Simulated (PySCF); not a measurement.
Stretching AlN

Set-up: Al def2-SVPD, N def2-SVPD; no relativity (PySCF 2.14). Energies in eV from Al + N in their ground configurations at the same level. State: ³Σ⁻ (triplet), unpaired electrons π ↑↑.

All columns are PBE0. A positive dipole means Al(−)N(+).

```json
{"R (Å)": "1.672", "E (eV)": "-1.903", "μ (D)": "-0.39", "Mulliken charge on Al (basis-dependent)": "0.29", "HOMO (eV)": "-6.14", "LUMO (eV)": "-4.22", "Mayer bond order": "1.14", "⟨S²⟩": "2.01"}
{"R (Å)": "1.750", "E (eV)": "-2.316", "μ (D)": "-0.65", "Mulliken charge on Al (basis-dependent)": "0.33", "HOMO (eV)": "-6.15", "LUMO (eV)": "-3.93", "Mayer bond order": "1.08", "⟨S²⟩": "2.01"}
{"R (Å)": "1.827", "E (eV)": "-2.541", "μ (D)": "-0.93", "Mulliken charge on Al (basis-dependent)": "0.35", "HOMO (eV)": "-6.14", "LUMO (eV)": "-3.66", "Mayer bond order": "1.04", "⟨S²⟩": "2.01"}
{"R (Å)": "1.886", "E (eV)": "-2.620", "μ (D)": "-1.14", "Mulliken charge on Al (basis-dependent)": "0.37", "HOMO (eV)": "-6.12", "LUMO (eV)": "-3.47", "Mayer bond order": "1.02", "⟨S²⟩": "2.01"}
{"R (Å)": "1.944", "E (eV)": "-2.642", "μ (D)": "-1.35", "Mulliken charge on Al (basis-dependent)": "0.38", "HOMO (eV)": "-6.09", "LUMO (eV)": "-3.30", "Mayer bond order": "1.01", "⟨S²⟩": "2.01"}
{"R (Å)": "2.002", "E (eV)": "-2.619", "μ (D)": "-1.57", "Mulliken charge on Al (basis-dependent)": "0.38", "HOMO (eV)": "-6.05", "LUMO (eV)": "-3.14", "Mayer bond order": "0.99", "⟨S²⟩": "2.01"}
{"R (Å)": "2.080", "E (eV)": "-2.539", "μ (D)": "-1.86", "Mulliken charge on Al (basis-dependent)": "0.38", "HOMO (eV)": "-5.97", "LUMO (eV)": "-2.96", "Mayer bond order": "0.98", "⟨S²⟩": "2.01"}
{"R (Å)": "2.177", "E (eV)": "-2.382", "μ (D)": "-2.22", "Mulliken charge on Al (basis-dependent)": "0.38", "HOMO (eV)": "-5.84", "LUMO (eV)": "-2.77", "Mayer bond order": "0.98", "⟨S²⟩": "2.01"}
{"R (Å)": "2.294", "E (eV)": "-2.146", "μ (D)": "-2.64", "Mulliken charge on Al (basis-dependent)": "0.37", "HOMO (eV)": "-5.66", "LUMO (eV)": "-2.61", "Mayer bond order": "0.97", "⟨S²⟩": "2.02"}
{"R (Å)": "2.449", "E (eV)": "-1.797", "μ (D)": "-3.13", "Mulliken charge on Al (basis-dependent)": "0.34", "HOMO (eV)": "-5.38", "LUMO (eV)": "-2.50", "Mayer bond order": "0.97", "⟨S²⟩": "2.03"}
```

A fit through these points gives, at Re = 1.941 Å, μ = -1.34 D and dμ/dR = -3.73 D/Å; the reduced mass is 9.219 u.

**Question.** How strong is the fundamental in the double-harmonic approximation, I = 42.26·(dμ/dR)²/μred km/mol?

**Answer.** I = 42.26·(-3.73)²/9.219 = 63.8 km/mol at PBE0.

The state is the lowest determinant that a PBE0 search found; another state may lie lower at other levels.
